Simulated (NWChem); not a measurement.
**C3H4F2 (SMILES C=C(F)CF) at 4 levels**

We compute a comparison of 4 runs (HF/STO-3G, HF/3-21G, B3LYP/6-31G*) of C3H4F2. 

The calculation is run with NWChem 7.3.0.

### 1 The structure to begin with

C3H4F2 has 9 atoms, charge 0, and is taken as a singlet. SMILES: `C=C(F)CF`. The coordinates come from a PBE0-D4/def2-TZVP relaxation. This is one conformer, not always the lowest.

Bond lengths: C1–C2 1.316 Å, C2–F3 1.343 Å, C2–C4 1.490 Å, C4–F5 1.370 Å, C1–H6 1.080 Å, C1–H7 1.081 Å, C4–H8 1.096 Å, C4–H9 1.096 Å. Some angles: C1–C2–F3 121.8°, C1–C2–C4 128.2°, F3–C2–C4 109.9°, C2–C4–F5 110.9°, C2–C1–H6 119.3°, C2–C1–H7 120.9°, C2–C4–H8 109.8°, C2–C4–H9 109.8°, F5–C4–H8 108.9°, F5–C4–H9 108.9°.

### 2 Energy and gradient at HF/STO-3G (run 1)

Input file m1.nw:

```
start m1
memory stack 880 mb heap 220 mb global 1100 mb
geometry units au noautosym nocenter noautoz
C      1.53748117    -0.81806244    -2.03523504
C      0.91746203    -0.24963282     0.30537974
F      2.56794883    -0.47772276     2.21986128
C     -1.55184309     0.69617510     1.27386438
F     -3.26601366     0.94165053    -0.65119962
H      0.14796556    -0.60509031    -3.51507956
H      3.41190052    -1.49193878    -2.49103698
H     -2.30622176    -0.62247579     2.68095445
H     -1.29124986     2.53960294     2.18036600
end
basis spherical bse
C library STO-3G
F library STO-3G
H library STO-3G
end
scf
thresh 1e-08
maxiter 80
noprint "final vectors analysis"
end
task scf gradient
```

Run with:

```sh
nwchem m1.nw > m1.out
```

The log of the run:

```text
[...]
  functions       =    29
[...]
  wavefunction    = RHF
[...]
         Total SCF energy =   -310.561832330777
      One-electron energy =   -776.717905817299
      Two-electron energy =    292.437542738356
 Nuclear repulsion energy =    173.718530748166
        Time for solution =      1.0s
[...]
                         RHF ENERGY GRADIENTS
    atom               coordinates                        gradient
                 x          y          z           x          y          z
   1 C       1.537481  -0.818062  -2.035235    0.009051  -0.003860  -0.005963
   2 C       0.917462  -0.249633   0.305380   -0.034191   0.013777   0.017634
   3 F       2.567949  -0.477723   2.219861   -0.018751   0.003884  -0.013545
   4 C      -1.551843   0.696175   1.273864    0.034162  -0.011660  -0.004255
   5 F      -3.266014   0.941651  -0.651200    0.015234  -0.002537   0.014869
   6 H       0.147966  -0.605090  -3.515080   -0.003840   0.001517   0.001757
   7 H       3.411901  -1.491939  -2.491037    0.002873  -0.000648   0.001729
   8 H      -2.306222  -0.622476   2.680954   -0.001760   0.001365  -0.006365
   9 H      -1.291250   2.539603   2.180366   -0.002777  -0.001837  -0.005861
[...]
```

It took 1.8 s on 1 thread of Intel Xeon 6975P-C (Granite Rapids), shared host; peak memory 0.096 GiB.

### 3 Energy and gradient at HF/3-21G (run 2)

Input file geom.nw:

```
start geom
memory total 2200 mb

geometry units au noautosym nocenter noautoz
  C      1.53748117    -0.81806244    -2.03523504
  C      0.91746203    -0.24963282     0.30537974
  F      2.56794883    -0.47772276     2.21986128
  C     -1.55184309     0.69617510     1.27386438
  F     -3.26601366     0.94165053    -0.65119962
  H      0.14796556    -0.60509031    -3.51507956
  H      3.41190052    -1.49193878    -2.49103698
  H     -2.30622176    -0.62247579     2.68095445
  H     -1.29124986     2.53960294     2.18036600
end

basis spherical bse
  * library 3-21G
end

scf
  thresh 1e-08
  maxiter 80
  noprint "final vectors analysis"
end

task scf gradient
```

Run with:

```sh
nwchem geom.nw > geom.out
```

The log of the run:

```text
[...]
  functions       =    53
[...]
  wavefunction    = RHF
[...]
         Total SCF energy =   -313.059012223235
      One-electron energy =   -776.935747615488
      Two-electron energy =    290.158204644088
 Nuclear repulsion energy =    173.718530748166
        Time for solution =      1.4s
[...]
                         RHF ENERGY GRADIENTS
    atom               coordinates                        gradient
                 x          y          z           x          y          z
   1 C       1.537481  -0.818062  -2.035235    0.009827  -0.004552  -0.008760
   2 C       0.917462  -0.249633   0.305380    0.001064   0.004371   0.029742
   3 F       2.567949  -0.477723   2.219861   -0.013425   0.001601  -0.017150
   4 C      -1.551843   0.696175   1.273864   -0.004664  -0.002176  -0.023118
   5 F      -3.266014   0.941651  -0.651200    0.011865  -0.000708   0.019620
   6 H       0.147966  -0.605090  -3.515080   -0.006463   0.001136  -0.006007
   7 H       3.411901  -1.491939  -2.491037    0.008708  -0.003079  -0.001804
   8 H      -2.306222  -0.622476   2.680954   -0.006100  -0.006512   0.005042
   9 H      -1.291250   2.539603   2.180366   -0.000813   0.009919   0.002436
[...]
```

It took 2.2 s on 1 thread of Intel Xeon 6975P-C (Granite Rapids), shared host; peak memory 0.096 GiB.

Run 3 isn't shown in full; the table further down has it.

### 4 Energy and forces at B3LYP/6-31G(d) (Cartesian functions) (run 4)

Input file c3h4f2.nw:

```
START c3h4f2
TITLE "C3H4F2"
memory 2200 mb

GEOMETRY noautosym nocenter noautoz
  C        0.813600      -0.432900      -1.077000
  C        0.485500      -0.132100       0.161600
  F        1.358900      -0.252800       1.174700
  C       -0.821200       0.368400       0.674100
  F       -1.728300       0.498300      -0.344600
  H        0.078300      -0.320200      -1.860100
  H        1.805500      -0.789500      -1.318200
  H       -1.220400      -0.329400       1.418700
  H       -0.683300       1.343900       1.153800
END

BASIS cartesian
  * library 6-31G*
END

DFT
  xc b3lyp
  grid xfine
  convergence energy 1e-08
  maxiter 100
  mulliken
  print medium
END

TASK dft gradient
```

Run with:

```sh
nwchem c3h4f2.nw > c3h4f2.out
```

The log of the run:

```text
[...]
          Wavefunction type:  closed shell.
          No. of atoms     :     9
          No. of electrons :    40
[...]
          Charge           :     0
          Spin multiplicity:     1
[...]
          AO basis - number of functions:    83
[...]
              XC Information
              --------------
                         B3LYP Method XC Potential
                     Hartree-Fock (Exact) Exchange  0.200
                        Slater Exchange Functional  0.800 local
                    Becke 1988 Exchange Functional  0.720 non-local
              Lee-Yang-Parr Correlation Functional  0.810
                  VWN I RPA Correlation Functional  0.190 local
[...]
 d= 0,ls=0.0,diis     1   -316.2584569795 -4.90D+02  1.68D-02  1.02D+00     2.7
[...]
 d= 0,ls=0.0,diis    10   -316.3649765871 -2.06D-09  3.29D-07  1.62D-09    24.7
         Total DFT energy =     -316.364976587125
      One electron energy =     -779.873432500103
           Coulomb energy =      328.509367485503
    Exchange-Corr. energy =      -38.719454792155
 Nuclear repulsion energy =      173.718543219631
[...]
  wavefunction    = closed shell
                         DFT ENERGY GRADIENTS
    atom               coordinates                        gradient
                 x          y          z           x          y          z
   1 C       1.537481  -0.818062  -2.035235   -0.000711   0.001508   0.008163
   2 C       0.917462  -0.249633   0.305380    0.002248  -0.000871  -0.001048
   3 F       2.567949  -0.477723   2.219861   -0.007016   0.000907  -0.008507
   4 C      -1.551843   0.696175   1.273864    0.000526  -0.000907  -0.004597
   5 F      -3.266013   0.941650  -0.651200    0.006048  -0.000727   0.007694
   6 H       0.147966  -0.605090  -3.515079    0.000481   0.000128   0.001763
   7 H       3.411900  -1.491939  -2.491037   -0.001318   0.000606   0.001154
   8 H      -2.306222  -0.622476   2.680954    0.000168   0.000620  -0.002458
   9 H      -1.291250   2.539603   2.180366   -0.000426  -0.001264  -0.002164
[...]
```

Wall time 30 s (1 thread of Intel Xeon 6975P-C (Granite Rapids), shared host); peak memory 0.15 GiB.

### 5 Overview of the runs

```csv
run,level,iteration cap,module,energy (Eh),dipole moment (D),largest force (eV/Å),wall time
1,HF/STO-3G,80,scf,-310.561832,0.33,2.101,1.8 s
2,HF/3-21G,80,scf,-313.059012,0.30,1.547,2.2 s
3,B3LYP/6-31G* (spherical functions),100,dft,-316.360718,–,0.557,27 s
4,B3LYP/6-31G* (Cartesian functions),100,dft,-316.364977,0.40,0.569,30 s
```

### 6 Summary of results

| quantity | value |
| --- | --- |
| run 4: total energy | -316.36498 Eh |
| run 4: dipole moment | 0.40 D |
| run 4: HOMO energy | -7.06 eV |
| run 4: LUMO energy | 0.59 eV |
| run 4: HOMO–LUMO gap | 7.65 eV |
| run 4: largest force on an atom | 0.569 eV/Å |

**Reading.** Over runs 1, 2, 4 the dipole moment (its size) runs from 0.30 D (HF/3-21G) to 0.40 D (B3LYP/6-31G*). The two ends differ in method and basis. In run 1 the basis is minimal, so the values are rough. All runs together took 61 s, the longest 30 s.
